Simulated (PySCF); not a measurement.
Fluorine: a sound run and one with changed settings

Sound run: F [He] 2s2 2p5, F⁺ [He] 2s2 2p4. Calculation: PySCF 2.14, in aug-cc-pVDZ-DK; scalar relativity by spin-free X2C-1e. In the sound run the correlated levels freeze 1s2. The sound run starts from symmetry-adapted Hartree-Fock orbitals and uses a fine grid where one is needed.

Changed run: a valence shell is frozen. This setting is unsound on purpose.

```csv
species,method,sound run (hartree),changed run (hartree),converged
F,MP2,-99.62235,-99.56814,yes
F,CCSD(T),-99.63671,-99.57646,yes
F⁺,MP2,-98.99197,-98.93821,yes
F⁺,CCSD(T),-99.00824,-98.94497,yes
```

Ionisation energy of F:

```json
{"method": "UHF", "sound run (eV)": "15.752", "changed run (eV)": "15.752"}
{"method": "MP2", "sound run (eV)": "17.154", "changed run (eV)": "17.141"}
{"method": "SCS-MP2", "sound run (eV)": "17.103", "changed run (eV)": "17.166"}
{"method": "CCSD", "sound run (eV)": "17.072", "changed run (eV)": "17.158"}
{"method": "CCSD(T)", "sound run (eV)": "17.102", "changed run (eV)": "17.184"}
```

Freezing a valence shell removes pair correlation that changes on ionisation.

For comparison, NIST gives 17.423 eV between the lowest levels.
